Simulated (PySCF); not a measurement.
**Calculated NMR parameters of Octatetraene**

```yaml
Formula: C8H10
SMILES: C=C/C=C/C=C/C=C
Point_group_of_the_computed_structure: C2h
Degrees_of_unsaturation: 4
Carbon_signals: 4
Proton_signals: 5
```

Atom-mapped SMILES (the numbers label the heavy atoms): `[CH2:1]=[CH:2]/[CH:3]=[CH:4]/[CH:5]=[CH:6]/[CH:7]=[CH2:8]` (H(Xn): hydrogen on atom n). Ha(C1) is cis to C3; Ha(C8) is cis to C6; Hb(C1) is trans to C3; Hb(C8) is trans to C6.

Theory: geometry: GFN2-xTB, σ from GIAO-PBE0/pcSseg-1, in PySCF 2.14.0 with density-fitted response routines (non-relativistic Hamiltonian, one computed conformer, one averaged value for each set of equivalent atoms, in vacuum).

δ = σ(ref) − σ, references computed at the same level: ¹H (31.72 ppm), ¹³C (186.93 ppm) against TMS.

```tsv
carbon	δC, type	δH (multiplicity)	HMBC from (2–3 bonds)	span of the C tensor (ppm)
C1/C8	125.4, CH2	Ha(C1) 5.56 (m); Hb(C1) 5.47 (m)	H(C2)/H(C7), H(C3)/H(C6)	206
C2/C7	145.8, CH	6.67 (m)	H(C3)/H(C6), H(C4)/H(C5), Ha(C1)/Ha(C8), Hb(C1)/Hb(C8)	225
C3/C6	143.0, CH	6.48 (m)	H(C2)/H(C7), H(C4)/H(C5), Ha(C1)/Ha(C8), Hb(C1)/Hb(C8)	188
C4/C5	141.7, CH	6.48 (m)	H(C2)/H(C7), H(C3)/H(C6), H(C4)/H(C5)	190
```

- Carbon types of the structure: 6 × CH, 2 × CH2, which accounts for all hydrogens.
- δC 145.8, 143.0, 141.7: alkene CH; an sp2 carbon of a C=C bond.
- δC 125.4: terminal =CH2 carbon; as expected for a trigonal carbon in a double bond.
- δH 6.67, 6.48, 6.48: hydrogen on an alkene CH; olefinic region.
- δH 5.56, 5.47: hydrogen on a terminal =CH2 carbon; a vinylic proton, deshielded by the sp2 carbon and the C=C anisotropy.

Shifts are as computed. Against solution values, carbons near 30 ppm lie about +3 ppm off and those near 130 ppm about +5 ppm. Of 1211 compounds with measured shifts, 218 miss one by over three times the rms of a fit or turn the order of signals round; such compounds aren't used in these exercises. No couplings were computed; multiplicities are counted from neighbouring protons, with m where these are inequivalent, close in shift, in a saturated or five-membered ring or joined by F or P, and br s for small geminal =CH2 splittings.
